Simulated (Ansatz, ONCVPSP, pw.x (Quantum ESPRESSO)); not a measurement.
**gallium (Ga) (bcc): variants of one ONCV potential in the solid**

ONCVPSP 4.0.1.1 (patched build) input, shortened (lines: element, Z, core and valence counts, functional; n l f; lmax; l rc ep ncon nbas qcut; lloc lpopt rc5 dvloc0; l nproj debl; icmod fcfact rcfact), PBEsol, scalar-relativistic:

```
  Ga 31.00    6    2  -116133      upf
    1    0    2.00
    2    0    2.00
    2    1    6.00
    3    0    2.00
    3    1    6.00
    3    2   10.00
    4    0    2.00
    4    1    1.00
    2
    0    1.45    0.00    3    7    4.00
    1    2.65    0.00    3    6    3.30
    2    2.45    0.05    4    8    4.30
    4    5    1.40    2.00
    0    2    3.40
    1    2    4.00
    2    1    1.20
    0    0.00    0.00
```

Crystal test: bcc Ga in pw.x 7.5, no spin, 14³ k-points, Fermi–Dirac smearing 0.01 Ry, cutoffs set for each file from its atomic test. The reference is all-electron LAPW (Ansatz 0.2.0) with the same functional, mesh and smearing; V0 and B0 come from Birch–Murnaghan fits to the pressures at five volumes. Errors are pseudo minus all-electron; Δ is the rms difference of the E(V) curves that follow from these fits, minima aligned, over ±6 % about the mean V0. Mesh and smearing are coarse, so the numbers serve the comparison and aren't converged zero-temperature values; the lattice is a test structure that the element need not adopt.

All-electron: a0 = 3.298 Å (V0 = 17.94 Å³/atom), B0 = 59.1 GPa.

```csv
change,cutoffs (Ry),pw.x,a0 (Å),a0 error (%),B0 error (%),Δ (meV/atom),mean pressure error (GPa)
base,45/180,converged,3.306,+0.24,-2.3,1.7,+0.41
"local potential polynomial inside 1.40 bohr (lpopt 5, dvloc0 -2 Ha)",45/180,converged,3.302,+0.12,-1.7,0.8,+0.20
"local potential polynomial inside 1.40 bohr (lpopt 5, dvloc0 3 Ha)",45/180,converged,3.307,+0.27,-2.3,1.8,+0.46
"local potential polynomial inside 1.40 bohr (lpopt 5, dvloc0 5.5 Ha)",45/180,converged,3.309,+0.32,-2.6,2.2,+0.55
"local potential polynomial inside 1.40 bohr (lpopt 5, dvloc0 8 Ha)",45/180,converged,3.310,+0.37,-2.8,2.5,+0.63
```

Question: Give the row for: local potential polynomial inside 1.40 bohr (lpopt 5, dvloc0 1 Ha).

Answer: pw.x: converged; mean pressure error (GPa): +0.37; a0 (Å): 3.305; a0 error (%): +0.22; B0 error (%): -2.1; Δ (meV/atom): 1.5.
